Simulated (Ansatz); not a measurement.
Al(H2O)H3 (AlOH5). The state is a triplet with charge 0. Geometry PBE-D4/def2-TZVP, that of the neutral singlet; atoms count from 1.

Cartesian coordinates in Å:
```
Al 0.114 0.458 -0.763
O -0.061 -0.301 1.147
H 0.524 -1.078 1.219
H -0.968 -0.616 1.316
H 0.257 2.030 -0.503
H -1.300 -0.095 -1.302
H 1.433 -0.398 -1.113
```

At PBE0-D4/def2-TZVP a singlet of charge 0 lies 5.63 eV below the triplet at the same geometry.

Q: Estimate the Mulliken populations from the PBE0/def2-TZVP orbitals of Ansatz.

A: 
```csv
atom,charge (e),spin (α − β)
Al1,-0.20,1.01
O2,-0.34,-0.11
H3,0.24,0.16
H4,0.23,0.17
H5,0.13,0.48
H6,-0.01,0.20
H7,-0.06,0.10
```
Mulliken values depend strongly on the basis.

Q: Where does the spin sit?

A: Summed by element: Al 1.01, O -0.11, H 1.11, of 2 unpaired in all. Largest on single atoms: Al1 1.01, H5 0.48, H6 0.20.
